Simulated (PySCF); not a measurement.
# HS−: NMR shifts at several levels of theory

How much do the NMR shifts of HS− (`[SH-]`) depend on the level of theory, and what does each level cost?

The runs use PySCF 2.14.0, with density-fitted response routines of our own; the level of theory stands in each step. All values are computed, except where a source is named. Atoms are numbered from 0 throughout.

## Step 1: The starting structure

2 atoms, charge -1, multiplicity 1; geometry from: GFN2-xTB.

Bonds of the start (Å): S0–H1 1.34.

## Step 2: Geometry optimisation at PBE0-D3(BJ)/def2-SVP

What the job is given:

```
{"job": {"xc": "PBE0", "basis": "def2-SVP", "d3": "d3bj", "grid": 1, "kind": "geom"}, "charge": -1, "multiplicity": 1}
S      0.000000     0.000000     0.000000
H      0.000000     0.000000     1.336730
```

Log:

```text
step   0  E = -398.52070971  max force = 0.011810
step   1  E = -398.52096445  max force = 0.000053
step   2  E = -398.52096446  max force = 0.000002
optimisation converged
```

Wall time 0.7 s (2 threads of Arm Neoverse V1, shared host).

The steps of the relaxation:

```csv
step,energy from step 0 (eV),largest force component (eV/Å)
0,0.0000,0.6073
1,-0.0069,0.0027
2,-0.0069,0.0001
```

The bond:

```csv
bond,before (Å),after (Å),change (Å)
S0–H1,1.337,1.360,+0.023
```

The final coordinates are the input of the step that follows.

```csv
at the end point,value
point group (found at 0.08 Å tolerance),C∞v
"rotational constants (GHz, main isotopes)","279.6, 279.6"
```

## Step 3: Shielding tensors: PBE0/pcSseg-2

What the job is given:

```
{"job": {"kind": "nmr", "xc": "PBE0", "basis": "pcSseg-2", "pop": false}, "charge": -1, "multiplicity": 1}
S      0.000000    -0.000000    -0.011657
H     -0.000000     0.000000     1.348387
```

Method: GIAO PBE0/pcSseg-2 NMR shielding, non-relativistic, gas phase.

Log:

```text
coarse grid: 2248 points
cycle   1  E = -398.6265440253  dE = -1.264e-01  |g| = 3.971e-01  |ddm| = 8.790e-01
cycle   2  E = -398.6189963273  dE =  7.548e-03  |g| = 5.044e-01  |ddm| = 1.271e+00
cycle   3  E = -398.6926608079  dE = -7.366e-02  |g| = 3.427e-02  |ddm| = 5.967e-01
cycle   4  E = -398.6929885067  dE = -3.277e-04  |g| = 3.978e-03  |ddm| = 3.697e-02
cycle   5  E = -398.6929920463  dE = -3.540e-06  |g| = 1.681e-03  |ddm| = 4.719e-03
final grid: 17120 points
cycle   6  E = -398.6974463552  dE = -7.765e-06  |g| = 4.458e-03  |ddm| = 1.188e-02
cycle   7  E = -398.6974462440  dE =  1.112e-07  |g| = 4.447e-03  |ddm| = 8.571e-03
cycle   8  E = -398.6974506015  dE = -4.358e-06  |g| = 2.069e-04  |ddm| = 4.547e-03
cycle   9  E = -398.6974506138  dE = -1.229e-08  |g| = 4.037e-05  |ddm| = 2.627e-04
cycle  10  E = -398.6974506142  dE = -3.726e-10  |g| = 6.242e-06  |ddm| = 3.490e-05
converged SCF energy = -398.6974506142

GIAO shielding tensors (ppm)
atom      isotropic    diamagn.    paramagn.     s11        s22        s33       span
  0 S      868.424    1058.554    -190.130    771.969    771.969   1061.336    289.367
  1 H       35.414      33.448       1.966     29.656     29.656     46.930     17.274
```

It took 0.5 s on 2 threads of Arm Neoverse V1, shared host.

The references, computed at this level on geometries of the same kind, shield at (ppm): ¹H TMS 31.25, ³³S CS2 503. Their shielding less the atom's gives the shift. The references are single molecules in the gas phase.

```csv
atoms,environment,σ (ppm),δ (ppm)
H1,hydrogen on a sulfur,35.41,-4.17
S0,sulfur bonded to H,868,-365
```

## Step 4: Shielding tensors: PBE/pcSseg-2

What the job is given:

```
{"job": {"kind": "nmr", "xc": "PBE", "basis": "pcSseg-2", "pop": false}, "charge": -1, "multiplicity": 1}
S      0.000000    -0.000000    -0.011657
H     -0.000000     0.000000     1.348387
```

With the program's defaults for keys left out, this is: GIAO PBE/pcSseg-2 NMR shielding, non-relativistic, gas phase.

Log:

```text
coarse grid: 2248 points
cycle   1  E = -398.5818709878  dE = -6.928e-02  |g| = 4.321e-01  |ddm| = 8.901e-01
cycle   2  E = -398.4756537275  dE =  1.062e-01  |g| = 7.635e-01  |ddm| = 1.686e+00
cycle   3  E = -398.6599000906  dE = -1.842e-01  |g| = 4.898e-02  |ddm| = 9.748e-01
cycle   4  E = -398.6606434508  dE = -7.434e-04  |g| = 1.075e-02  |ddm| = 6.098e-02
cycle   5  E = -398.6606742892  dE = -3.084e-05  |g| = 3.303e-03  |ddm| = 1.438e-02
cycle   6  E = -398.6606775328  dE = -3.244e-06  |g| = 2.130e-04  |ddm| = 3.685e-03
final grid: 17120 points
cycle   7  E = -398.6661924667  dE = -7.977e-06  |g| = 5.470e-03  |ddm| = 1.366e-02
cycle   8  E = -398.6661835979  dE =  8.869e-06  |g| = 7.899e-03  |ddm| = 1.426e-02
cycle   9  E = -398.6661991878  dE = -1.559e-05  |g| = 3.377e-04  |ddm| = 9.008e-03
cycle  10  E = -398.6661992256  dE = -3.776e-08  |g| = 9.223e-05  |ddm| = 5.023e-04
cycle  11  E = -398.6661992279  dE = -2.267e-09  |g| = 2.257e-05  |ddm| = 1.032e-04
cycle  12  E = -398.6661992280  dE = -1.629e-10  |g| = 2.932e-07  |ddm| = 2.609e-05
converged SCF energy = -398.6661992280

GIAO shielding tensors (ppm)
atom      isotropic    diamagn.    paramagn.     s11        s22        s33       span
  0 S      866.144    1058.676    -192.532    768.577    768.577   1061.280    292.703
  1 H       35.604      33.476       2.129     29.938     29.938     46.938     17.000
```

It took 0.6 s on 2 threads of Arm Neoverse V1, shared host.

This run: δ S0 -369, H1 -4.43 ppm.

## Step 5: NMR shieldings: wB97X-D/pcSseg-2

What the job is given:

```
{"job": {"kind": "nmr", "xc": "wB97X-D", "basis": "pcSseg-2", "pop": false}, "charge": -1, "multiplicity": 1}
S      0.000000    -0.000000    -0.011657
H     -0.000000     0.000000     1.348387
```

Level: GIAO wB97X-D/pcSseg-2 NMR shielding, non-relativistic, gas phase.

Log:

```text
coarse grid: 2248 points
cycle   1  E = -398.7658813015  dE = -2.015e-01  |g| = 4.126e-01  |ddm| = 8.627e-01
cycle   2  E = -398.8048900160  dE = -3.901e-02  |g| = 3.699e-01  |ddm| = 1.005e+00
cycle   3  E = -398.8345371768  dE = -2.965e-02  |g| = 3.678e-02  |ddm| = 3.473e-01
cycle   4  E = -398.8348473820  dE = -3.102e-04  |g| = 8.636e-03  |ddm| = 4.405e-02
cycle   5  E = -398.8348727974  dE = -2.542e-05  |g| = 8.681e-04  |ddm| = 2.147e-02
cycle   6  E = -398.8348730881  dE = -2.907e-07  |g| = 2.893e-04  |ddm| = 1.486e-03
final grid: 17120 points
cycle   7  E = -398.8397691900  dE = -2.101e-05  |g| = 3.361e-03  |ddm| = 1.152e-02
cycle   8  E = -398.8397698968  dE = -7.068e-07  |g| = 1.991e-03  |ddm| = 3.340e-03
cycle   9  E = -398.8397703797  dE = -4.829e-07  |g| = 1.310e-04  |ddm| = 1.569e-03
cycle  10  E = -398.8397703868  dE = -7.108e-09  |g| = 5.384e-05  |ddm| = 2.635e-04
cycle  11  E = -398.8397703877  dE = -8.511e-10  |g| = 6.587e-06  |ddm| = 7.596e-05
converged SCF energy = -398.8397703877

GIAO shielding tensors (ppm)
atom      isotropic    diamagn.    paramagn.     s11        s22        s33       span
  0 S      862.314    1058.751    -196.436    762.688    762.688   1061.567    298.879
  1 H       35.537      33.618       1.919     29.833     29.833     46.947     17.115
```

Wall time 0.5 s (2 threads of Arm Neoverse V1, shared host).

In short: δ S0 -362, H1 -4.18 ppm.

## Step 6: Chemical shifts: KT2/pcSseg-2

What the job is given:

```
{"job": {"kind": "nmr", "xc": "KT2", "basis": "pcSseg-2", "pop": false}, "charge": -1, "multiplicity": 1}
S      0.000000    -0.000000    -0.011657
H     -0.000000     0.000000     1.348387
```

Level: GIAO KT2/pcSseg-2 NMR shielding, non-relativistic, gas phase.

Log:

```text
coarse grid: 2248 points
cycle   1  E = -401.8374083675  dE = -5.658e-02  |g| = 4.919e-01  |ddm| = 8.805e-01
cycle   2  E = -401.7237803382  dE =  1.136e-01  |g| = 8.056e-01  |ddm| = 1.751e+00
cycle   3  E = -401.9257166614  dE = -2.019e-01  |g| = 2.243e-02  |ddm| = 1.063e+00
cycle   4  E = -401.9257964849  dE = -7.982e-05  |g| = 1.417e-02  |ddm| = 3.777e-02
cycle   5  E = -401.9258568039  dE = -6.032e-05  |g| = 1.977e-03  |ddm| = 1.724e-02
cycle   6  E = -401.9258579232  dE = -1.119e-06  |g| = 1.468e-04  |ddm| = 1.879e-03
final grid: 17120 points
cycle   7  E = -401.9439400892  dE = -4.904e-05  |g| = 8.738e-03  |ddm| = 1.102e-02
cycle   8  E = -401.9439349223  dE =  5.167e-06  |g| = 7.362e-03  |ddm| = 1.167e-02
cycle   9  E = -401.9439443648  dE = -9.443e-06  |g| = 2.150e-03  |ddm| = 9.920e-03
cycle  10  E = -401.9439458806  dE = -1.516e-06  |g| = 1.189e-04  |ddm| = 2.840e-03
cycle  11  E = -401.9439458842  dE = -3.599e-09  |g| = 5.816e-05  |ddm| = 1.923e-04
cycle  12  E = -401.9439458852  dE = -1.008e-09  |g| = 1.591e-06  |ddm| = 6.059e-05
cycle  13  E = -401.9439458852  dE = -1.648e-12  |g| = 2.243e-07  |ddm| = 2.262e-06
converged SCF energy = -401.9439458852

GIAO shielding tensors (ppm)
atom      isotropic    diamagn.    paramagn.     s11        s22        s33       span
  0 S      875.820    1060.818    -184.997    782.017    782.017   1063.427    281.410
  1 H       35.612      33.592       2.020     29.911     29.911     47.015     17.104
```

It took 0.6 s on 2 threads of Arm Neoverse V1, shared host.

This run: δ S0 -351, H1 -4.44 ppm.

## Step 7: Chemical shifts: HF/pcSseg-2

What the job is given:

```
{"job": {"kind": "nmr", "xc": "HF", "basis": "pcSseg-2", "pop": false}, "charge": -1, "multiplicity": 1}
S      0.000000    -0.000000    -0.011657
H     -0.000000     0.000000     1.348387
```

Level: GIAO HF/pcSseg-2 NMR shielding, non-relativistic, gas phase.

Log:

```text
final grid: 17120 points
cycle   1  E = -398.0927264372  dE = -2.561e-01  |g| = 3.299e-01  |ddm| = 8.619e-01
cycle   2  E = -398.1324463574  dE = -3.972e-02  |g| = 1.666e-01  |ddm| = 7.154e-01
cycle   3  E = -398.1383891968  dE = -5.943e-03  |g| = 1.998e-02  |ddm| = 1.559e-01
cycle   4  E = -398.1385619924  dE = -1.728e-04  |g| = 6.387e-03  |ddm| = 2.426e-02
cycle   5  E = -398.1385923103  dE = -3.032e-05  |g| = 1.161e-03  |ddm| = 1.405e-02
cycle   6  E = -398.1385934107  dE = -1.100e-06  |g| = 1.958e-04  |ddm| = 3.172e-03
cycle   7  E = -398.1385934388  dE = -2.805e-08  |g| = 5.538e-05  |ddm| = 6.446e-04
cycle   8  E = -398.1385934402  dE = -1.355e-09  |g| = 1.051e-05  |ddm| = 1.124e-04
cycle   9  E = -398.1385934402  dE = -9.067e-11  |g| = 1.728e-06  |ddm| = 2.750e-05
converged SCF energy = -398.1385934402

GIAO shielding tensors (ppm)
atom      isotropic    diamagn.    paramagn.     s11        s22        s33       span
  0 S      862.731    1057.501    -194.770    763.563    763.563   1061.068    297.506
  1 H       35.423      33.849       1.574     29.555     29.555     47.159     17.604
```

Run time: 0.2 s. Hardware: 2 threads of Arm Neoverse V1, shared host.

In short: δ S0 -341, H1 -3.74 ppm.

## Step 8: Side by side: NMR shifts

Shifts (ppm), with basis size and wall time:

```csv
run,H1,S0,functions,time
PBE0/pcSseg-2,-4.17,-365,57,0.5 s
PBE/pcSseg-2,-4.43,-369,57,0.6 s
wB97X-D/pcSseg-2,-4.18,-362,57,0.5 s
KT2/pcSseg-2,-4.44,-351,57,0.6 s
HF/pcSseg-2,-3.74,-341,57,0.2 s
```

## Step 9: Outcome

```
                              quantity               value
                           point group                 C∞v
  rotational constants (main isotopes)  279.64, 279.64 GHz
 ¹H shifts against TMS (PBE0/pcSseg-2)           -4.17 ppm
³³S shifts against CS2 (PBE0/pcSseg-2)            -365 ppm
              range of the shift of S0    -369 to -341 ppm
```

Single values in the summary come from the first run of each kind that ended normally (PBE0/pcSseg-2), which need not be the best level. The optimisation took 2 steps and gained 0.007 eV; among the bonded pairs, S0–H1 changed most, from 1.337 to 1.360 Å. At PBE0/pcSseg-2: Shielding is most anisotropic at S0 (span 289 ppm, paramagnetic term -190 ppm). Across the 5 runs the shift of S0 moves most, between -369 (PBE/pcSseg-2) and -341 ppm (HF/pcSseg-2). Most of that comes from the computed reference, not from the atom's own shielding. At PBE0/pcSseg-2 the HOMO lies above zero (+0.34 eV), as often for anions in the gas phase: self-interaction error lifts it, or the electron is held by the finite basis alone; counter-ions and solvent are missing.
